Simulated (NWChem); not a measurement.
Species: ammonia (NH₃); SMILES N

```xyz
4

N      0.0000     0.0000     0.1315
H      0.6642     0.6642    -0.2639
H      0.2431    -0.9073    -0.2639
H     -0.9073     0.2431    -0.2639
```
Atoms are numbered in this order, from 1.

Geometry: optimised at B3LYP/6-31G* (spherical d).

 States above −ε(HOMO) = 9.3 eV lie in this functional's continuum and hang on the basis.

Problem. List the 4 lowest vertical singlet excitations from CAM-B3LYP/def2-SVPD, TDA (NWChem).

Solution. 
| state | energy (eV) | oscillator strength | leading excitation (squared amplitude) |
|---|---|---|---|
| S1 | 7.02 | 0.085 | HOMO → LUMO (0.99) |
| S2 | 9.18 | 0.020 | HOMO → LUMO+1 (0.98) |
| S3 | 9.18 | 0.020 | HOMO → LUMO+2 (0.98) |
| S4 | 10.78 | 0.001 | HOMO → LUMO+3 (0.98) |
